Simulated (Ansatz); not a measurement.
**BH3Cl− (SMILES [H][B-]([H])([H])Cl) at 6 levels**

We compute a comparison of 6 runs (CAM-B3LYP/STO-3G, SVWN5/STO-3G, UMP2/STO-3G, CCSDT(Q)/STO-3G, CCSDT/STO-3G, CCSD/STO-3G) of BH3Cl−. 

The calculation is run with Ansatz 0.2.0.

6 further runs of the same task are left out: 6 that didn't finish.

## (1) The structure to begin with

The species is BH3Cl− (5 atoms), meant as a singlet with charge -1. SMILES: `[H][B-]([H])([H])Cl`. The H3–B1 distance was set to 2.414 Å, away from the relaxed value. At this shape a bond of the SMILES string is far longer than usual.

Bond lengths: B1–Cl2 1.875 Å, B1–H4 1.208 Å, B1–H5 1.207 Å. Angles: Cl2–B1–H4 106.7°, Cl2–B1–H5 106.7°, H4–B1–H5 112.1°.

## (2) The energy at CAM-B3LYP/STO-3G (run 1)

The input, input.yaml:

```yaml
basis:
  gaussian:
    orbitals: STO-3G
crystal:
  periodic: [false, false, false]
  atoms:
    - {symbol: B, position_ang: [-1.154908, -0.008120, 0.188235]}
    - {symbol: Cl, position_ang: [-1.140028, -0.030890, 2.062575]}
    - {symbol: H, position_ang: [1.152300, 0.011380, -0.522240]}
    - {symbol: H, position_ang: [-1.740268, 0.995950, -0.141755]}
    - {symbol: H, position_ang: [-1.731608, -1.007330, -0.165835]}
total_charge: -1
hamiltonian:
  xc: {name: CAM-B3LYP}
accuracy: high
```

Command:

```bash
$ ansatz run input.yaml --threads 1 --pin off --max-ram 2610MiB --events-out events.jsonl --progress --plain --runs-dir runs
```

The program printed:

```text
Warning: RAYON_NUM_THREADS=1 ignored (pool sized by the plan → 1); use --threads N
Functional definition: CAM-B3LYP
  name "CAM-B3LYP"
  parameter alpha = 0.19
  parameter beta = 0.46
  parameter omega = 0.33/bohr
  parameter ac = 0.81
  exchange = (1 - alpha - beta)*b88_x + beta*b88_x_sr(omega) + alpha*exact_x + beta*exact_x_lr(omega)
  correlation = (1 - ac)*vwn5_c + ac*lyp_c
281 factors; integrals over basis functions are off by at most 2.7e-8 eV
147 factors; integrals over basis functions are off by at most 8.0e-10 eV
mean field evaluation 1: about -13092.1773 eV, gradient 2.1e1 eV
mean field evaluation 2: about -13084.8999 eV, gradient 4.2e1 eV
mean field evaluation 4: about -13096.3667 eV, gradient 1.0e-1 eV
mean field evaluation 8: about -13096.3173 eV, gradient 1.1e-3 eV
mean field -13096.31731125 eV, -481.2807841858 hartree, gradient 7.4e-8 eV, S^2 0.000000; 0 other end points of the search recorded, 0 dependent functions left out
reference -13096.31732444 eV, -481.2807846704 hartree; 13, 13 occupied and 4, 4 virtual orbitals, 281 factors
Total energy: -13096.31732444 eV, -481.2807846704 hartree
```

Wall time 1.8 s (1 thread of Intel Xeon Platinum 8259CL at 2.50GHz (Skylake/Cascade Lake), shared host); peak memory 0.11 GiB.

## (3) The energy at SVWN5/STO-3G (run 2)

The input, run.yaml:

```yaml
basis:
  gaussian:
    orbitals: STO-3G
crystal:
  periodic: [false, false, false]
  atoms:
    - symbol: B
      position_ang: [-1.154908, -0.008120, 0.188235]
    - symbol: Cl
      position_ang: [-1.140028, -0.030890, 2.062575]
    - symbol: H
      position_ang: [1.152300, 0.011380, -0.522240]
    - symbol: H
      position_ang: [-1.740268, 0.995950, -0.141755]
    - symbol: H
      position_ang: [-1.731608, -1.007330, -0.165835]
hamiltonian:
  xc: {name: SVWN5}
accuracy: high
total_charge: -1
```

Command:

```bash
$ ansatz run run.yaml --threads 1 --pin off --max-ram 2610MiB --events-out events.jsonl --progress --plain --runs-dir runs
```

The program printed:

```text
Warning: RAYON_NUM_THREADS=1 ignored (pool sized by the plan → 1); use --threads N
Functional definition: SVWN5
  name "SVWN5"
  exchange = slater_x
  correlation = vwn5_c
281 factors; integrals over basis functions are off by at most 2.7e-8 eV
mean field evaluation 1: about -13042.8514 eV, gradient 2.1e1 eV
mean field evaluation 2: about -13026.3814 eV, gradient 4.2e1 eV
mean field evaluation 4: about -13046.6425 eV, gradient 8.8e0 eV
mean field evaluation 8: about -13046.9213 eV, gradient 4.5e0 eV
mean field evaluation 16: about -13047.0371 eV, gradient 2.2e-8 eV
mean field -13047.03709618 eV, -479.4697696852 hartree, gradient 2.2e-8 eV, S^2 0.000000; 0 other end points of the search recorded, 0 dependent functions left out
reference -13047.03709788 eV, -479.4697697477 hartree; 13, 13 occupied and 4, 4 virtual orbitals, 281 factors
Total energy: -13047.03709788 eV, -479.4697697477 hartree
```

Run time: 1.3 s. Hardware: 1 thread of Intel Xeon Platinum 8259CL at 2.50GHz (Skylake/Cascade Lake), shared host; peak memory 0.1 GiB.

Runs 3 to 5 aren't shown in full; the table further down has their settings and results.

## (4) The energy at CCSD/STO-3G (run 6)

The input, in.yaml:

```yaml
crystal:
  periodic: [false, false, false]
  atoms:
    - {symbol: B, position_ang: [-1.154908, -0.008120, 0.188235]}
    - {symbol: Cl, position_ang: [-1.140028, -0.030890, 2.062575]}
    - {symbol: H, position_ang: [1.152300, 0.011380, -0.522240]}
    - {symbol: H, position_ang: [-1.740268, 0.995950, -0.141755]}
    - {symbol: H, position_ang: [-1.731608, -1.007330, -0.165835]}
basis:
  gaussian:
    orbitals: STO-3G
scf:
  omitted_lower_state_checks: [cluster_reference, increment]
correlation:
  method: ccsd
  frozen_orbitals: {B: 1, Cl: 5, H: 0}
accuracy: high
total_charge: -1
```

Command:

```bash
$ ansatz run in.yaml --threads 1 --pin off --max-ram 2610MiB --events-out events.jsonl --progress --plain --runs-dir runs
```

The program printed:

```text
Warning: RAYON_NUM_THREADS=1 ignored (pool sized by the plan → 1); use --threads N
Functional definition: HF
  name "HF"
  exchange = exact_x
  correlation = 0
these checks for a lower state are left out or cut short: cluster_reference, increment
281 factors; integrals over basis functions are off by at most 2.7e-8 eV
mean field evaluation 1: about -13069.4980 eV, gradient 2.0e1 eV
mean field evaluation 2: about -13069.5364 eV, gradient 2.0e1 eV
mean field evaluation 4: about -13072.7868 eV, gradient 1.8e0 eV
mean field evaluation 8: about -13072.7994 eV, gradient 5.2e-4 eV
mean field -13072.79941749 eV, -480.4165175310 hartree, gradient 4.3e-9 eV, S^2 0.000000; 0 other end points of the search recorded, 0 dependent functions left out; unrestricted orbitals would lower it
6 core orbitals not correlated: weight in the atoms' cores, before any rotation towards them, 1.000 or more for the frozen orbitals, at most 0.000 for the correlated occupied ones
reference -13072.79941749 eV, -480.4165175310 hartree; 7, 7 occupied and 4, 4 virtual orbitals, 281 factors
second order -2.19221495 eV of doubles, -0.00000000 eV of singles
cycle   1  -2.51258037 eV  change   -6.1e-1 eV  update   1.2e-1
cycle   2  -3.27832194 eV  change   -7.7e-1 eV  update   8.0e-2
cycle   3  -3.35782374 eV  change   -8.0e-2 eV  update   2.1e-2
cycle   4  -3.38427602 eV  change   -2.6e-2 eV  update   6.9e-3
cycle   5  -3.37638330 eV  change    7.9e-3 eV  update   1.8e-3
cycle   6  -3.37703585 eV  change   -6.5e-4 eV  update   4.7e-4
cycle   7  -3.37656648 eV  change    4.7e-4 eV  update   1.6e-4
cycle   8  -3.37681219 eV  change   -2.5e-4 eV  update   4.5e-5
cycle   9  -3.37682203 eV  change   -9.8e-6 eV  update   9.1e-6
cycle  10  -3.37681543 eV  change    6.6e-6 eV  update   3.1e-6
cycle  11  -3.37681675 eV  change   -1.3e-6 eV  update   7.7e-7
cycle  12  -3.37681763 eV  change   -8.8e-7 eV  update   2.2e-7
cycle  13  -3.37681714 eV  change    4.9e-7 eV  update   9.7e-8
cycle  14  -3.37681744 eV  change   -3.0e-7 eV  update   7.6e-8
cycle  15  -3.37681743 eV  change    3.7e-9 eV  update   2.2e-8
cycle  16  -3.37681650 eV  change    9.4e-7 eV  update   2.0e-7
cycle  17  -3.37681554 eV  change    9.6e-7 eV  update   1.2e-7
cycle  18  -3.37681548 eV  change    5.5e-8 eV  update   1.3e-8
cycle  19  -3.37681548 eV  change    2.3e-9 eV  update   5.4e-9
cycle  20  -3.37681548 eV  change    7.1e-9 eV  update   2.0e-9
cycle  21  -3.37681547 eV  change   6.0e-10 eV  update  3.4e-10
WARN: these amplitudes may be one of several solutions (largest doubles amplitude 0.41, level shift 2.59 eV)
Total energy: -13076.17623296 eV, -480.5406132108 hartree
Checks for a lower state left out: cluster_reference, increment
```

It took 0.26 s on 1 thread of Intel Xeon Platinum 8259CL at 2.50GHz (Skylake/Cascade Lake), shared host.

## (5) All runs side by side

| run | level | frozen core orbitals | energy (Eh) | wall time |
| --- | --- | --- | --- | --- |
| 1 | CAM-B3LYP/STO-3G | – | -481.280785 | 1.8 s |
| 2 | SVWN5/STO-3G | – | -479.469770 | 1.3 s |
| 3 | UMP2/STO-3G | 6 | -480.505366 | 0.53 s |
| 4 | CCSDT(Q)/STO-3G | 6 | -480.543143 | 0.67 s |
| 5 | CCSDT/STO-3G | 6 | -480.543658 | 0.57 s |
| 6 | CCSD/STO-3G | 6 | -480.540613 | 0.26 s |

## (6) Results

| quantity | value |
| --- | --- |
| run 6: total energy | -480.54061 Eh |
| run 6: correlation energy (6 core orbitals frozen) | -124.1 mEh |
| run 6: T1 diagnostic | 0.047 |

In words: Totals of different functionals can't be ranked against each other. In run 6 the T1 diagnostic is large, so a single reference may not serve. In runs 4, 5, 6 the log says that unrestricted orbitals would lower the reference, so the values rest on an unstable closed-shell determinant (other closed-shell runs at this shape may share the fault). In runs 1, 2, 3, 4, 5, 6 the basis is minimal, so the values are rough. Spin contamination of the reference: run 3 ⟨S²⟩ = 0.81. Where it is this large, the reference is a mixture of spin states, and values that rest on it are in doubt. All runs together took 5.1 s, the longest 1.8 s.
